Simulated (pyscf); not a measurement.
A first-order saddle from PySCF, ωB97X-D3(BJ)/def2-SVP:

```xyz
9

N     -0.0412     0.0223    -0.6788
N      0.9448     0.2040     0.4110
Si    -0.5858     0.7051     0.9827
H     -1.1268    -0.7983    -0.1098
H      0.2613     0.5284    -1.5158
H      1.4659    -0.6362     0.6511
H     -1.6587    -0.8596     0.6450
H     -0.9393     0.4196     2.4088
H     -1.0386     2.0960     0.7173
```
Charge 0, spin multiplicity 1.

Surface: singlet, charge 0. Lowest wavenumbers (cm⁻¹): 1193i, 270, 454, 504, 568.

Question: What reaction is this the transition state of?

Answer: H₂N–NH–SiH₃ (SMILES NN[SiH3]) <-> H₄N₂Si (SMILES N1N[SiH2]1) + H₂ (SMILES [H][H]), a concerted two-bond exchange read from left to right: H–N, H–Si broken and N–Si, H–H formed. At ωB97M-D3(BJ)/def2-TZVP it lies +71.7 kcal/mol from the left side and +34.7 kcal/mol from the right (each side as separated species at their lowest minima found). At the saddle there is also a short H–Si contact that neither side keeps. The same reactants have a lower exit, to H₂N–SiH₂–NH₂ (barrier +64.6 kcal/mol at ωB97M-D3(BJ)/def2-TZVP, against +71.7 kcal/mol here). H₂N–NH–SiH₃ lies 57.4 kcal/mol over its isomer H₂N–SiH₂–NH₂ (electronic energy, ωB97M-D3(BJ)/def2-TZVP). cyclic H₄N₂Si (SMILES N1N[SiH2]1) lies 63.0 kcal/mol over its isomer H₂N–Si:–NH₂ [singlet] (electronic energy, ωB97M-D3(BJ)/def2-TZVP). This is the saddle that the search found; another between the same sides may lie lower.
